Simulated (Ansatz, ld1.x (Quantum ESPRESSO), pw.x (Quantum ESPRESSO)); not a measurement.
## Equation-of-state test of one PAW potential (niobium)

* Element: Nb
* Generator: ld1.x (Quantum ESPRESSO) 7.5
* Type: PAW
* Functional: PBEsol
* Relativity: scalar-relativistic
* Frozen core: [Ar] 3d10
* Valence charge: 13
* Reference configuration: 4s2 4p6 4d4 5s1 5p0
* Partial waves: 4s (bound): rcut 1.70, rcutus 1.95 bohr; 5s (bound): rcut 1.70, rcutus 1.95 bohr; 4p (bound): rcut 1.75, rcutus 1.85 bohr; 5p (bound, empty): rcut 1.75, rcutus 1.85 bohr; 4d (bound): rcut 2.00, rcutus 2.25 bohr; 4d channel at 0.3 Ry: rcut 2.00, rcutus 2.25 bohr
* Local potential: all-electron potential smoothed inside 2.10 bohr (lloc = -1)
* Core correction: none
* Augmentation charge: BESSEL, radius 1.30 bohr

Atomic tests: cutoffs needed: 25 Ry and 45 Ry (the cutoffs (Ry, on a coarse ladder) from which the occupation-weighted sum of valence levels, in a spherical-Bessel basis at the reference potential, stays within 10 and 1 mRy of its value at 400 Ry); ghost test: no extra level below or beside the all-electron valence levels (s, p, d, f tested) (spherical-Bessel basis up to 400 Ry, 20 bohr box); largest excitation error: -26 meV (all-electron minus pseudo) for 4s1 4p6 4d4 5s1 5p0, out of 7 test configurations.

Crystal test: fcc Nb in pw.x 7.5, no spin, 14³ k-points, Fermi–Dirac smearing 0.01 Ry, cutoffs 55/440 Ry. The reference is all-electron LAPW (Ansatz 0.2.0) with the same functional, mesh and smearing; V0 and B0 come from Birch–Murnaghan fits to the pressures at five volumes. Errors are pseudo minus all-electron; Δ is the rms difference of the E(V) curves that follow from these fits, minima aligned, over ±6 % about the mean V0. Mesh and smearing are coarse, so the numbers serve the comparison and aren't converged zero-temperature values; the lattice is a test structure that the element need not adopt.

| V (Å³/atom) | P all-electron (GPa) | P pseudo (GPa) |
| --- | --- | --- |
| 17.222 | 10.03 | 10.87 |
| 17.675 | 4.84 | 5.54 |
| 18.128 | 0.22 | 0.84 |
| 18.581 | -3.89 | -3.32 |
| 19.034 | -7.55 | -7.05 |

All-electron: a0 = 4.172 Å (V0 = 18.15 Å³/atom), B0 = 173.4 GPa.

Pseudopotential: mean pressure error (GPa): +0.65; a0 (Å): 4.177; a0 error (%): +0.12; B0 error (%): +0.4; Δ (meV/atom): 2.5.

Q: At the middle volume, how do free energy and pressure move when the wave cutoff is lowered (ecutrho held at 440 Ry)?

A:

```csv
cutoff (Ry),shift of F (meV/atom),shift of P (GPa)
25,+194.5,-5.67
33,+39.8,-1.13
44,+4.7,-0.08
```

The run at the middle volume (104 k-points, 11 iterations) took about 38 s on one core of a shared host (Neoverse-V1, 32 threads, 247 GiB, load 21).
